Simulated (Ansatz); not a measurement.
`C=CC(C)CC` from Hartree–Fock to CCSD(T)

```xyz
18

C    -0.985    2.369    0.141
C    -0.598    1.141    0.454
C    -0.406    0.026   -0.526
C    -1.292   -1.164   -0.165
C     1.072   -0.374   -0.657
C     1.723   -0.905    0.610
H    -1.108    3.138    0.896
H    -1.195    2.652   -0.886
H    -0.408    0.901    1.499
H    -0.721    0.396   -1.509
H    -1.136   -1.992   -0.862
H    -2.347   -0.886   -0.196
H    -1.079   -1.531    0.843
H     1.147   -1.131   -1.446
H     1.631    0.498   -1.011
H     2.765   -1.170    0.422
H     1.221   -1.802    0.981
H     1.716   -0.162    1.411
```

The species carries charge 0 and has multiplicity 1. The structure was optimised at the PBE0-D4/def2-TZVP level. It is one conformer, not always the lowest. Frozen core, restricted reference, the Gaussian-basis code of Ansatz. CBS rows extrapolate triple and quadruple zeta; past MP2 they add the triple-zeta difference.

```json
{"basis": "def2-SVP", "HF (Eh)": "?", "MP2 corr.": "-0.85068", "CCSD corr.": "-0.92840", "(T)": "-0.03000", "CCSD(T) total": "?"}
{"basis": "def2-TZVPP", "HF (Eh)": "-234.26225", "MP2 corr.": "?", "CCSD corr.": "-1.09743", "(T)": "?", "CCSD(T) total": "?"}
{"basis": "def2-QZVPP", "HF (Eh)": "-234.27320", "MP2 corr.": "-1.09838", "CCSD corr.": "–", "(T)": "–", "CCSD(T) total": "–"}
{"basis": "CBS(def2)", "HF (Eh)": "-234.27471", "MP2 corr.": "-1.14579", "CCSD corr.": "?", "(T)": "as TZ", "CCSD(T) total": "?"}
```

Q: Fill in the withheld values. (Best estimate.)

A: Ansatz gave: def2-SVP HF (Eh): -234.00768; def2-SVP CCSD(T) total: -234.96608; def2-TZVPP MP2 corr.: -1.03437; def2-TZVPP (T): -0.04551; def2-TZVPP CCSD(T) total: -235.40519; CBS(def2) CCSD corr.: -1.20884; CBS(def2) CCSD(T) total: -235.52906.
